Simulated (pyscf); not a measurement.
PySCF, gas phase, ωB97X-D3(BJ)/def2-SVP geometries. Correlated levels are frozen-core, on RHF or UHF. ΔMP2 is the change of the MP2 total energy from the triple- to the quadruple-zeta basis.

Problem. HCl (SMILES Cl) + [Cl–GaH]• (SMILES [Cl][GaH]) → Cl–GaH–Cl (SMILES [Cl][GaH][Cl]) + H• (SMILES [H])
Surface: doublet. Broken: Cl–H. Formed: Cl–Ga. Give ΔE‡ and ΔE from CCSD(T)/def2-TZVPP + ΔMP2(QZVPP), relative to the separated reactants.

Solution. ΔE‡ = 17.0 kcal/mol, ΔE = +0.7 kcal/mol. Zero-point energy shifts the barrier by -1.9 kcal/mol. It is an atom transfer, with an imaginary mode of 1210i cm⁻¹. On the reactant side the descent ends in a complex, 7.2 kcal/mol under the separated species and 22.9 kcal/mol under the saddle at ωB97X-D3(BJ)/def2-TZVP. This is the saddle that the search found; another between the same sides may lie lower. The angle at the transferred Cl is 159°. The CCSD(T) − MP2 part came from Ansatz, without density fitting, on the same reference. The frozen core leaves the outer d or s,p core shells of the metals and heavy elements correlated in the MP2 and CC values, and def2-TZVPP describes them poorly, which can shift differences by a few kcal/mol. Elements up to Kr have no core potential and no relativistic terms here.
